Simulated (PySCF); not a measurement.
From one molecule to another.

First species: C6H10.
Cartesian coordinates in Å at the PBE0-D3(BJ)/def2-SVP level; atoms count from 1:
```
atom  x, y, z in Å
C1     2.6262   -0.1502    0.3301
C2     1.4457   -0.7489    0.1170
C3     0.1432   -0.0870    0.0149
C4     0.1074    1.4034    0.1724
C5    -0.9462   -0.8511   -0.2174
C6    -2.3650   -0.4227   -0.3657
H7     2.7198    0.9320    0.4522
H8     3.5483   -0.7327    0.3894
H9     1.4253   -1.8392    0.0026
H10    0.5211    1.7032    1.1489
H11   -0.9073    1.8120    0.0960
H12    0.7264    1.8915   -0.5981
H13   -0.7740   -1.9307   -0.3125
H14   -2.5094    0.6576   -0.2335
H15   -3.0083   -0.9410    0.3657
H16   -2.7537   -0.6952   -1.3620
```

Second species: C6H10.
Cartesian coordinates in Å at the PBE0-D3(BJ)/def2-SVP level; atoms count from 1:
```xyz
16
C6H10 angstrom
C     -2.9682    0.0776   -0.4859
C     -1.7722    0.0641    0.1034
C     -0.4924    0.5329   -0.5257
C      0.4825   -0.5951   -0.7101
C      1.6889   -0.7329   -0.1457
C      2.3705    0.2035    0.7970
H     -3.0991    0.4638   -1.5025
H     -3.8617   -0.2919    0.0242
H     -1.6807   -0.3385    1.1203
H     -0.0467    1.3244    0.0986
H     -0.7178    0.9899   -1.5051
H      0.1357   -1.3969   -1.3726
H      2.2548   -1.6380   -0.3987
H      2.5733   -0.2914    1.7618
H      3.3492    0.5186    0.3984
H      1.7838    1.1094    1.0030
```

Levels: B3LYP/def2-SVPD for dipole moment, HOMO energy, LUMO energy, HOMO–LUMO gap, static isotropic polarisability and electronic spatial extent ⟨r²⟩ about the centre of nuclear charge; TDDFT B3LYP/def2-SVPD for lowest singlet excitation; TDA B3LYP/def2-SVPD for lowest triplet excitation (Tamm–Dancoff); ΔSCF B3LYP/def2-SVPD for vertical ionisation energy; PBE0-D3(BJ)/def2-SVP for rotational constant A and rotational constant C. Geometries: PBE0-D3(BJ)/def2-SVP. Each species is one conformer at its optimised geometry, gas phase, non-relativistic unless stated. Electronic properties by PySCF.

Dipoles, sizes and rotational constants follow the conformer. The torsions of the flexible species, by atom-mapped SMILES:
- `[CH2:1]=[CH:2]/[C:3]([CH3:4])=[CH:5]/[CH3:6]`: C1–C2–C3–C4 -1°
- `[CH2:1]=[CH:2][CH2:3]/[CH:4]=[CH:5]\[CH3:6]`: C1–C2–C3–C4 -115°, C2–C3–C4–C5 -117°

Values for the first species:

```
Dipole moment                                                     : 0.76 D
HOMO energy                                                       : -6.17 eV
LUMO energy                                                       : -0.79 eV
HOMO–LUMO gap                                                     : 5.38 eV
Lowest singlet excitation                                         : 5.53 eV
Lowest triplet excitation (Tamm–Dancoff)                          : 3.18 eV
Static isotropic polarisability                                   : 81.9 au
Vertical ionisation energy                                        : 8.23 eV
Electronic spatial extent ⟨r²⟩ about the centre of nuclear charge : 752 bohr²
Rotational constant A                                             : 7.905 GHz
Rotational constant C                                             : 1.696 GHz
```

(1) Estimate the same properties for the second species, and the change in each.

## Answers

(1) 
```json
{"property": "dipole moment", "first": "0.76 D", "second": "0.54 D", "second less first": "-0.22 D"}
{"property": "HOMO energy", "first": "-6.17 eV", "second": "-6.80 eV", "second less first": "-0.63 eV"}
{"property": "LUMO energy", "first": "-0.79 eV", "second": "-0.26 eV", "second less first": "+0.53 eV"}
{"property": "HOMO–LUMO gap", "first": "5.38 eV", "second": "6.54 eV", "second less first": "+1.16 eV"}
{"property": "lowest singlet excitation", "first": "5.53 eV", "second": "5.98 eV", "second less first": "+0.45 eV"}
{"property": "lowest triplet excitation (Tamm–Dancoff)", "first": "3.18 eV", "second": "4.28 eV", "second less first": "+1.10 eV"}
{"property": "static isotropic polarisability", "first": "81.9 au", "second": "78.5 au", "second less first": "-3.4 au"}
{"property": "vertical ionisation energy", "first": "8.23 eV", "second": "8.85 eV", "second less first": "+0.62 eV"}
{"property": "electronic spatial extent ⟨r²⟩ about the centre of nuclear charge", "first": "752 bohr²", "second": "862 bohr²", "second less first": "+110 bohr²"}
{"property": "rotational constant A", "first": "7.905 GHz", "second": "10.892 GHz", "second less first": "+2.987 GHz"}
{"property": "rotational constant C", "first": "1.696 GHz", "second": "1.470 GHz", "second less first": "-0.226 GHz"}
```

On the first: The polarisability is 12.14 Å³ as a volume (1 au = 0.148185 Å³), or 1.78 au for each of the 46 electrons. No computed singlet falls in the visible range (750 to 380 nm, 1.65 to 3.26 eV); S1 lies 2.27 eV above its blue end.

On the second: In atomic units the dipole is 0.21 e·bohr (1 au = 2.5417 D). A dipole of 0.54 D is allowed in C1, and pure rotational transitions are dipole-allowed.
